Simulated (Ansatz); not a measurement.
Ansatz (an electronic-structure program) input:

Ansatz 0.2 input:
```yaml
crystal:
  periodic: [false, false, false]
  atoms:
    - {symbol: C, position_ang: [1.04927885, -0.58527834, 0.04637878]}
    - {symbol: C, position_ang: [-0.00995392, 0.50709806, 0.03465196]}
    - {symbol: O, position_ang: [-1.29849738, 0.08458737, -0.10215282]}
    - {symbol: H, position_ang: [0.03307897, 1.12810814, 0.95086167]}
    - {symbol: H, position_ang: [0.17606814, 1.24831543, -0.76718230]}
    - {symbol: H, position_ang: [2.04743003, -0.15600391, 0.15948807]}
    - {symbol: H, position_ang: [0.87458400, -1.27550716, 0.87275301]}
    - {symbol: H, position_ang: [1.02086827, -1.15252975, -0.88488227]}
basis:
  gaussian:
    orbitals: def2-TZVP
hamiltonian:
  xc: {name: PBE}
magnetization: {spin_polarized: true, initial_magnetization: 1}
relax: {f_tol: 0.003, max_steps: 100}
```

Which total energy does the run end on?

-154.23834 Eh (PBE/def2-TZVP). The basis has 123 functions.

It need not be the lowest isomer of its formula.
